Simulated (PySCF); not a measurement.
Frontier orbitals and the lowest excitations

Species: C5H9N.
Atom-mapped SMILES: `[CH2:1]=[CH:2][CH2:3]/[N:4]=[CH:5]\[CH3:6]` (hydrogens: H7, H8 on C1; H9 on C2; H10, H11 on C3; H12 on C5; H13, H14, H15 on C6)

Structure used (GFN2-xTB), in Å, numbered top down from 1:
```
atom  x, y, z in Å
C1     2.6997    0.8750   -0.0164
C2     1.8990   -0.1184    0.3167
C3     0.5373   -0.3396   -0.2689
N4    -0.3611   -0.7627    0.7729
C5    -1.6007   -0.5859    0.6960
C6    -2.3797    0.0550   -0.4165
H7     3.6747    0.9934    0.4243
H8     2.4180    1.6109   -0.7530
H9     2.1841   -0.8466    1.0620
H10    0.1984    0.5591   -0.8022
H11    0.6016   -1.1577   -1.0009
H12   -2.1750   -0.9443    1.5444
H13   -2.1475    1.1196   -0.4642
H14   -3.4474   -0.0620   -0.2593
H15   -2.1058   -0.3879   -1.3737
```

Theory: TDDFT B3LYP/def2-SVPD, vertical, gas phase, core orbitals frozen in the response (PySCF).

Kohn–Sham orbitals with the atoms that hold most of them (Löwdin shares over 4%, at most four atoms; ? is withheld):

```tsv
orbital	ε (eV)	atoms
HOMO-3	-9.52	C2 24%, C1 19%, C3 16%, H9 11%
HOMO-2	-8.19	N4 37%, C5 26%, C3 8%, C6 7%
HOMO-1	-7.24	?
HOMO	?	?
LUMO	-0.45	C5 30%, N4 29%, C6 8%, C3 6%
LUMO+1	0.26	C2 31%, C1 30%, H8 6%, N4 6%
LUMO+2	0.41	C6 26%, C5 12%, H14 10%, H15 10%
```

Task: Give the leading atoms of the HOMO-1.

Result: C1 (bonded to C and 2 H) 38%; C2 (bonded to 2 C and H) 34%; C3 (bonded to C, N and 2 H) 8%; H11 (bonded to C) 4%. By element: carbon 80% or more, hydrogen 4% or more.

Task: Which atoms hold the HOMO, and with what shares?

Result: N4 (bonded to 2 C) 58%; C5 (bonded to C, N and H) 12%; C3 (bonded to C, N and 2 H) 11%; C6 (bonded to C and 3 H) 7%. By element: nitrogen 58%, carbon 29% or more.

Task: What is the HOMO energy, and the HOMO–LUMO gap?

Result: ε(HOMO) = -6.79 eV; the gap is 6.34 eV (0.2331 hartree).

Task: How does S1 compare with the orbital gap of 6.34 eV?

Result: S1 is at 4.84 eV (f = 0.0020), 1.50 eV below the gap, made of HOMO→LUMO (96%). 

Task: One configuration dominates each of S1, S2 and S3. Which, and how do the shares of the two leading atoms of either orbital change from the occupied to the empty one?

Result: 
- S1 (4.84 eV, f 0.0020), HOMO→LUMO (96%): N4 58% → 29%, C5 12% → 30%
- S2 (6.03 eV, f 0.0009), HOMO→LUMO+1 (92%): N4 58% → 6%, C5 12% → at most 6%, C2 at most 7% → 31%, C1 at most 7% → 30%
- S3 (6.05 eV, f 0.0040), HOMO-1→LUMO (91%): C1 38% → at most 6%, C2 34% → at most 6%, C5 at most 5% → 30%, N4 at most 5% → 29%

Hardware: one thread, Intel Xeon at 2.50 GHz (x86_64), no GPU, shared host with 64 logical CPUs at a one-minute load of 53. Cost: 99 s wall, 54 s CPU, 0.69 GiB resident at most.

One conformer stands for the species.
